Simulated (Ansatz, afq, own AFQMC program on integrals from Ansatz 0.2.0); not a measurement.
AFQMC on a folder of integrals that Ansatz 0.2.0 wrote.

```yaml
crystal:
  periodic: [false, false, false]
  atoms:
    - {symbol: O, position_ang: [-1.206842, -0.027457, 0.000000]}
    - {symbol: H, position_ang: [-1.456152, 0.899119, 0.000000]}
    - {symbol: H, position_ang: [-0.247313, -0.027457, 0.000000]}
    - {symbol: O, position_ang: [1.314158, -0.027457, 0.000000]}
basis:
  gaussian: {orbitals: cc-pVTZ}
magnetization: {spin_polarized: true, initial_magnetization: 2}
correlation: {method: ccsd_t, electrons: outside_noble_gas, hamiltonian_folder: ham}
```

```sh
$ ansatz run in.yaml --threads 1 --pin off --events-out ev --progress --plain --max-ram 15360MiB --backend cuda --devices 0, --max-vram 18GiB
```

Options of the walk:

```
--method phaseless --trial cisd --walkers 1500 --populations 20 --least-time 60 --time-step 0.005 --steps-per-block 50 --equilibration-blocks 28 --max-blocks 4000 --target-error 0.00022 --factor-cut 1e-05 --start spin_pure --seed 3071 --release-times 0.24,0.51,0.99,1.62,2.4 --release-step 0.03 --release-every 3 --taylor-order 6
```

Times are imaginary, in 1/Eh. The walk had a cap of 244 s. With eight or more populations the least sampling time is a fifth of least-time, and the error comes from their spread.

Log:

```
orbitals 86  electrons 8 6  factors 525 of 526
reference energy -150.85527899 Eh
CCSD correlation -0.43086474 Eh in 21 cycles, weight of the determinant in the CISD state 0.8934
energy of the start -151.285832 Eh
 block  time / (1/Eh)  mean weight  energy / Eh
     1     0.250  0.9999  -151.285669
     2     0.500  0.9990  -151.290067
     3     0.750  0.9996  -151.292824
     4     1.000  0.9988  -151.296182
     5     1.250  0.9991  -151.296029
     8     2.000  1.0003  -151.298259
    13     3.250  0.9999  -151.297647
    25     6.250  1.0003  -151.296721
    37     9.250  0.9996  -151.297711
    49    12.250  0.9993  -151.298144
    61    15.250  0.9988  -151.300711
    73    18.250  0.9994  -151.299398
    85    21.250  0.9998  -151.296710
    97    24.250  1.0002  -151.297751
   109    27.250  1.0003  -151.299004
   121    30.250  0.9994  -151.300583
   133    33.250  0.9999  -151.296734
   145    36.250  1.0002  -151.297380
   149    37.250  1.0000  -151.293903
   157    39.250  0.9997  -151.297398
   169    42.250  1.0004  -151.296903
   181    45.250  0.9988  -151.300903
   189    47.250  1.0006  -151.300363
error from the spread of 20 populations
released: time / (1/Eh)  energy / Eh  error  mean overlap
  0.24  -151.297450  0.001354  0.9979
  0.51  -151.318398  0.019967  0.9934
  0.99  -151.297453  0.001986  0.9840
  1.62  -151.299334  0.000611  0.9788
  2.40  -151.300366  0.000895  0.9600
energy -151.298077 +/- 0.000190 Eh
(rows thinned)
```

The run passed its tests (sampling time, drift between the halves within three errors, error under three times the target), which doesn't prove that it has relaxed, ending at its cap on processor time.

Against this walk (error 5.2 meV) on the same determinant: CCSD(T) 16.1 meV higher. The error is statistical and leaves out the bias of the constraint. None of these is a sure reference here. The released energies are too noisy to show the bias of the constraint.

Cautions: constraint bias not in the error; lower spins were not checked.

The walk took 4.1 min on 1 × NVIDIA H100 80GB HBM3 with 2 threads of AMD EPYC 7R13 Processor (Zen 3), on a shared host (the card was shared). The log's last line is the phaseless energy.

A walk keeps the symmetry of its determinant, which the program's search chose and which needn't be the lowest solution, so a lower state of the same spin and another symmetry isn't excluded.
